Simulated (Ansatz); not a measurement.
# CH₃AlCl− (SMILES [CH2-][AlH][Cl]): functionals against CCSD(T) at one geometry

One table from this session's results is given with a row withheld; the runs are named, their logs left out.

The runs use Ansatz 0.2.0, Gaussian basis; single points in def2-TZVPPD.

Cores are frozen in the correlated methods.

## Where the work starts

SMILES `[CH2-][AlH][Cl]`, 6 atoms, charge -1, spin multiplicity 1.

Atoms are counted from 1 here; the program's logs count them from 0.

Bond lengths: C1–Al2 1.921 Å, C1–H4 1.102 Å, C1–H5 1.108 Å, Al2–Cl3 2.116 Å, Al2–H6 1.640 Å. Angles: Al2–C1–H4 104.3°, Al2–C1–H5 107.1°, H4–C1–H5 103.3°, C1–Al2–Cl3 122.9°, C1–Al2–H6 140.0°, Cl3–Al2–H6 97.0°.

As a file:

| atom | x (Å) | y (Å) | z (Å) |
| --- | --- | --- | --- |
| C1 | -0.6646 | -0.1175 | -1.0836 |
| Al2 | 0.5000 | 0.1717 | 0.4164 |
| Cl3 | 2.1109 | -1.1177 | 0.8849 |
| H4 | -1.3631 | -0.8968 | -0.7396 |
| H5 | -1.3078 | 0.7803 | -1.1745 |
| H6 | 0.6846 | 1.1939 | 1.6860 |

Set-up of the first run:

run/in.yaml reads:

```yaml
crystal:
  periodic: [false, false, false]
  atoms:
    - {symbol: C, position_ang: [-0.664600, -0.117500, -1.083600]}
    - {symbol: Al, position_ang: [0.500000, 0.171700, 0.416400]}
    - {symbol: Cl, position_ang: [2.110900, -1.117700, 0.884900]}
    - {symbol: H, position_ang: [-1.363100, -0.896800, -0.739600]}
    - {symbol: H, position_ang: [-1.307800, 0.780300, -1.174500]}
    - {symbol: H, position_ang: [0.684600, 1.193900, 1.686000]}
basis:
  gaussian: {orbitals: "def2-TZVPPD.json"}
total_charge: -1
correlation: {method: ccsd_t}
output: {forces: true}
```

The basis file named in the input lies beside it (Basis Set Exchange, JSON).

No record of the launch command was kept for these runs.

Among the steps run: CCSD(T)/def2-TZVPPD; PBE0-D4/def2-TZVPPD; wB97M-V/def2-TZVPPD; r2SCAN-D4/def2-TZVPPD; PBE-D4/def2-TZVPPD; wB97X-V/def2-TZVPPD; r2SCAN0-D4/def2-TZVPPD.

One of the session's tables, all rows but one given; the rest of the session is left out.

```
    method  RMS force component (eV/Å)  angle to CCSD(T) forces (°)
   CCSD(T)                       0.559                    reference
   PBE0-D4                           ?                            ?
   wB97M-V                       0.597                          9.6
 r2SCAN-D4                       0.561                          7.2
    PBE-D4                       0.568                         10.6
   wB97X-V                       0.593                         10.5
r2SCAN0-D4                       0.575                         12.1
```

**Question.** Estimate the row for PBE0-D4.

**Answer.** RMS force component (eV/Å): 0.567; angle to CCSD(T) forces (°): 8.6. In the column «RMS force component (eV/Å)» it lies between r2SCAN-D4 (0.561) and PBE-D4 (0.568).
